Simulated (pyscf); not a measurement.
Elementary routes open to `[SiH3][O][AsH2]` + `[SiH4]` in the gas phase (singlet surface):
A. `[SiH3][O][AsH][SiH3]` + `[H][H]` (As–H, H–Si broken; As–Si, H–H formed)
B. `[AsH3]` + `[SiH3][O][SiH3]` (As–O, H–Si broken; As–H, O–Si formed)

Optimised with ωB97X-D3(BJ)/def2-SVP in PySCF.

Problem. Rank the routes by free-energy barrier at 1200 K, lowest first, for ωB97M-D3(BJ)/def2-TZVP energies (ideal gas, 1 atm, RRHO with modes under 100 cm⁻¹ raised to 100, one conformer, R ln 2 for chiral ones without a mode under 150 cm⁻¹).

Solution. B (72.6 kcal/mol), A (102.5 kcal/mol)

Route B is the fastest of these, ahead of the next by 29.9 kcal/mol. The most stable products are those of B (ΔG = -33.3 kcal/mol), so kinetics and thermodynamics agree. At 298 K B is still the fastest. Only these routes are compared; each barrier is that of the saddle found, and lower ones may exist. Elements up to Kr have no core potential and no relativistic terms here.
